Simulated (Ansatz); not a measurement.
Zinc-blende BP, relaxed in Ansatz (plane waves) with several semilocal functionals. Each gives its own volume and its own bulk modulus:

| level | V0 (Å³/atom) | bulk modulus (GPa) | ln V0 | ln B0 |
|---|---|---|---|---|
| LDA | 11.317 | 175.7 | 2.4263 | 5.1688 |
| PBE-D4 | 11.421 | 170.7 | 2.4355 | 5.1399 |
| PBEsol | 11.543 | 169.5 | 2.4461 | 5.1329 |
| PBE | 11.761 | 162.0 | 2.4648 | 5.0876 |
| revPBE | 11.918 | 156.9 | 2.4780 | 5.0556 |
| BLYP | 12.131 | 148.2 | 2.4958 | 4.9986 |

Task: Fit a straight line to ln B0 against ln V0. What does it predict for PBE-D3(BJ), whose volume is 11.447 Å³/atom?

Result: With x = ln V0 and y = ln B0: means 2.45775 and 5.09723; Σ(Δx Δy) = -0.008280, Σ(Δx²) = 0.003527, so the slope is -2.35. At x = 2.4377 the line gives y = 5.09723 + (-2.35) × (2.4377 − 2.45775) = 5.1443, or 171.5 GPa. The run with PBE-D3(BJ) gives 170.3 GPa, -0.7 % from the line. The rows used scatter about it by up to 1.0 %, while the largest value lies 19 % above the smallest. For comparison, PBE's own equation of state has B′ = 3.8, the slope −d ln B/d ln V at a fixed functional; the two needn't agree, since functionals also differ at one volume.

Measured: 176 GPa (measured, 0 K, zero-point effect removed, our sources range from 168 to 176; as tabulated in Goldzak et al. (2022), arXiv:2208.04865).

Ansatz's density-functional and Hartree–Fock values are scalar-relativistic unless marked +SOC, with PAW data made under PBE.

Ansatz is a program for electronic structure.
